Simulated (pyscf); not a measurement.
Optimised with ωB97X-D3(BJ)/def2-SVP in PySCF. Correlated levels are frozen-core, on RHF or UHF. ΔMP2 is the change of the MP2 total energy from the triple- to the quadruple-zeta basis.

Task: PBE/def2-TZVP puts the barrier of F–GeH(F)–F (SMILES [F][GeH]([F])[F]) -> HF (SMILES F) + F–Ge:–F (SMILES [F][Ge][F]) [singlet] (1,1-elimination; singlet surface; F–Ge, Ge–H broken, F–H formed) at 2.07 eV and the reaction energy at +0.86 eV, from the reactant's lowest minimum found. What do r²SCAN/def2-TZVP, B3LYP-D3(BJ)/def2-TZVP, CCSD(T)/def2-TZVPP + ΔMP2(QZVPP) give on the same structures?

Result: r²SCAN: ΔE‡ = 2.39 eV, ΔE = +1.21 eV; B3LYP-D3(BJ): ΔE‡ = 2.42 eV, ΔE = +0.88 eV; CCSD(T): ΔE‡ = 2.68 eV, ΔE = +1.05 eV. PBE's barrier lies under all of them, by 0.32 to 0.61 eV. Its reaction energy lies under all of them, by 0.03 to 0.35 eV. One saddle was located; it need not be the lowest between these sides. The CCSD(T) − MP2 part came from Ansatz, without density fitting, on the same reference. The frozen core leaves the outer d or s,p core shells of the metals and heavy elements correlated in the MP2 and CC values, and def2-TZVPP describes them poorly, which can shift differences by a few kcal/mol. Elements up to Kr have no core potential and no relativistic terms here.
